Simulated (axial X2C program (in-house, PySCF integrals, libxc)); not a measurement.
# Potential curves of SN⁻, 2c

Calculated with an in-house all-electron X2C program for linear molecules (integrals from PySCF). Two-component (2c) means X2C with spin–orbit coupling and atomic mean-field two-electron Coulomb and Gaunt terms. Basis: S dyall-av3z [9s8p3d2f], N dyall-av3z [7s7p3d2f] (cores contracted in-house); Gaussian nuclei, density fitting, unrestricted open shells. Masses: S 31.972 u, N 14.003 u.

State: Ω = 1 (⟨Sz⟩ = 1.00, ⟨Lz⟩ = 0.00 at PBE0). Energies in cm⁻¹ from the fragments at the same level (S- + N). Fits are polynomials in 1 − R0/R over 0.85 to 1.23 times the lowest point R0.

```json
{"R (Å)": "1.3842", "PBE0": "-24755", "MP2": "-21903"}
{"R (Å)": "1.4478", "PBE0": "-29748", "MP2": "-26708"}
{"R (Å)": "1.4955", "PBE0": "-31870", "MP2": "-28647"}
{"R (Å)": "1.5433", "PBE0": "-32960", "MP2": "-29536"}
{"R (Å)": "1.5910", "PBE0": "-33257", "MP2": "-29627"}
{"R (Å)": "1.6467", "PBE0": "-32854", "MP2": "-28986"}
{"R (Å)": "1.7024", "PBE0": "-31858", "MP2": "-27762"}
{"R (Å)": "1.7740", "PBE0": "-29979", "MP2": "-25597"}
{"R (Å)": "1.8615", "PBE0": "-27114", "MP2": "-22300"}
{"R (Å)": "1.9888", "PBE0": "-22448", "MP2": "-16372"}
```

Correlated methods: 12 electrons correlated (number of frozen shells: S 2 s, 1 p; N 1 s), 196 virtual spin orbitals or spinors in MP2.

The state is one determinant whose occupation by symmetry is held fixed; it was picked as the lowest of a PBE0 search that is not exhaustive. Dissociation energies refer to the lowest single-determinant-based atoms at the same level and basis. Density functionals use the spin component along the axis (collinear). The 2c atoms are single determinants rather than J levels; their spin–orbit lowering is only partly caught, and De is too large by that part. This holds for PBE0. PBE0 can misorder states that lie within some tenths of an eV, so this need not be the ground state of the molecule. The nearest other 2c determinant of the search, Ω = 0, lies 0.86 eV up at the distance of the search. The functionals have no current-density term, which raises determinants with orbital currents, atoms included. With several unpaired electrons one determinant need not be a pure state. Open-shell Ω = 0 determinants with evenly filled partner blocks cannot be reached by this program, so the Ω shown need not be the lowest component. This is the Ω = 1 component of a π² triplet; the 0⁺ component is not one determinant and can lie lowest. The highest occupied level of some functionals is positive through self-interaction error; at Hartree–Fock it is bound. MP2 and coupled cluster on one determinant become unreliable at the stretched end.

What are Re, ωe and De at the PBE0 level?

At PBE0, 2c: Re = 1.589 Å, ωe ≈ 961 cm⁻¹, De = 4.12 eV to S- + N; Be follows as 0.686 cm⁻¹.

What are Re, ωe and De at the MP2 level?

At MP2, 2c: Re = 1.573 Å, ωe ≈ 1010 cm⁻¹, De = 3.68 eV to S- + N; Be follows as 0.7 cm⁻¹.
